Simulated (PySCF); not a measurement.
Molecule: `CC#CC`, C₄H₆.

Bonds (- single, = double, # triple, : aromatic): C1-C2, C2#C3, C3-C4. C1 carries H5, H6, H7; C4 carries H8, H9, H10.

Frames of a GFN2-xTB Langevin trajectory at 600 K; GIAO PBE0/pcSseg-1 shieldings in PySCF 2.14, gas phase, non-relativistic; equivalent atoms averaged within each frame.

Shifts are taken against calculated references (same method and geometry level): 13C (186.93 ppm), 1H (31.72 ppm) against TMS. The references are static minima.

How do the shifts (ppm) fluctuate along the trajectory?

Answers


```csv
time (fs),C2/C3,C1/C4,H5/H6/H7/H8/H9/H10
optimised geometry,81.0,4.8,1.92
250,89.8,11.1,2.53
425,85.4,6.3,2.21
625,80.6,3.8,1.74
800,83.6,5.7,1.98
1000,87.3,11.2,3.09
mean of frames,85.3,7.6,2.31
standard deviation,3.5,3.4,0.52
```

5 frames give an uncertainty of the mean of about the standard deviation over 2.2 at best, since frames this close in time may not be independent; classical motion lacks zero-point vibration, and the reference would need the same averaging.
